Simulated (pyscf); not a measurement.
`[OH][Sn]([OH])([OH])[OH]` + `[H]` [doublet] → `[OH][Sn]([OH])[OH]` [doublet] + `[OH2]`, a substitution at O (doublet surface; O–Sn broken, H–O formed). PySCF, gas phase, ωB97X-D3(BJ)/def2-SVP geometries. Energies in kcal/mol from the separated reactants.

AM1 to PM7: differences of heats of formation from MOPAC, which are fitted to 298 K values and so differ in kind from electronic energies by zero-point and thermal terms. Open shells are spin-unrestricted. 

### Question
Quick PM6 single points give ΔE‡ = -10.9 kcal/mol and ΔE = -42.5 kcal/mol. What does ωB97M-D3(BJ)/def2-TZVP give, and how far is the quick result from it?

### Answer
ωB97M-D3(BJ)/def2-TZVP gives ΔE‡ = 9.6 kcal/mol and ΔE = -32.4 kcal/mol. PM6 lies 20.5 kcal/mol under it in the barrier and 10.1 kcal/mol under it in the reaction energy, so on this step it does not hold to within 3.0 kcal/mol. At PM6 this geometry lies under one side, so its ΔE‡ may be no barrier of that level. ωB97M-D3(BJ)/def2-TZVP has limits of its own. On the product side the descent ends in an adduct with a O–Sn contact (not fully relaxed), 13.0 kcal/mol under the separated species and 53.1 kcal/mol under the saddle at ωB97X-D3(BJ)/def2-TZVP. What is counted as broken (O–Sn) persists as a longer contact in the product adduct; parting that adduct is a step of its own. At ωB97X-D3(BJ)/def2-TZVP the barrier from the zero used here is 11.9 kcal/mol. One saddle was located; it need not be the lowest between these sides. The angle at the attacked O is 149°. In the def2 sets elements past Kr carry core potentials, without spin-orbit coupling.
